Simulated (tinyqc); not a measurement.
Coupled-perturbed Hartree-Fock on RHF in the sto-6g basis, for H2F+, spin multiplicity 1, step by step. One step of it, computed by the program tinyqc.

Task: Response to a field: uncoupled start. Field along z; U_ai = -mu_ai / (e_a - e_i), alpha = -4 sum U_ai mu_ai.

orbital energies (hartree): MO1 -26.895171, MO2 -1.968892, MO3 -1.051016, MO4 -1.007923, MO5 -0.987890, MO6 -0.117094, MO7 -0.026502

dipole integrals <a|z|i> (bohr):
```
           i1        i2        i3        i4        i5
a6  -0.030664  0.025491  0.000000  0.586600  0.000000
a7   0.000000  0.000000  0.668245  0.000000  0.000000
```

Give: uncoupled U; uncoupled polarisability.

Result:

uncoupled U:
```
        i1       i2       i3       i4      i5
a6  0.0011  -0.0138   0.0000  -0.6585  0.0000
a7  0.0000   0.0000  -0.6523   0.0000  0.0000
```

uncoupled polarisability = 3.2901 bohr^3
